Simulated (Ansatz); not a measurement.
fcc Cu, treated with LDA in Ansatz (PAW).

A relaxed, unreconstructed slab of the (100) face has 8 atoms, two equal faces of 6.189 Å² each and an energy of -52444.2257 eV. A bulk cell of 2 atoms with the same orientation and in-plane k mesh has -13111.4466 eV. Energies are extrapolated to zero smearing.

Settings: plane-wave cutoff 500 eV, 22×22×1 k mesh (along the axes of the cell as run), Fermi–Dirac smearing 0.1 eV, scalar-relativistic PAW data made under PBE.

Worked out: γ = (E_slab − N E_bulk per atom)/2A = [-52444.2257 − 8 × (-13111.4466/2)]/(2 × 6.189) = 0.1261 eV/Å². With 16.022 J/m² per eV/Å² this is 2.02 J/m², or 0.78 eV per surface cell and face.

Ansatz is a program for electronic structure.
